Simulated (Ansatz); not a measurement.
A made-up structure of CHBCl, doublet:

```
4
angstrom
C -0.4679 0.5472 -0.4083
B 0.2943 -0.3441 0.2563
Cl -1.1103 0.3742 1.2319
H -1.0726 1.2538 -0.9338
```

It is relaxed with PBE-D4/def2-SVP and then PBE0-D4/def2-TZVP (Ansatz 0.2.0). Atoms count as bonded within 1.22 times the sum of their covalent radii (H–H: 0.88 Å). The end point is not checked to be a true minimum.

(1) Does its bonding change? (Judge from chemistry; the calculation decides.)

Results:

(1) The calculation gives: Yes. Formed: none; broken: C1–Cl3.

Where it ends: The first stage lowers the energy by 2.68 eV in 15 steps. It ends as CHBCl ([CH][B][Cl]):
```
4
angstrom
C -0.5815 0.7698 -0.7301
B -0.5936 0.2617 0.5185
Cl -0.6078 -0.3730 2.0772
H -0.5737 1.1726 -1.7194
```

Labels in which every atom is bracketed show which atoms are joined, not bond orders.

For scale, one of the runs: PBE0-D4/def2-TZVP relaxation, 105 basis functions, launched by `ansatz run in.yaml --threads 2 --pin off --events-out ev --progress --plain --max-ram 4352MiB`. Hardware: 2 CPU threads of an Arm Neoverse V2, shared host. Wall time about 3 min.
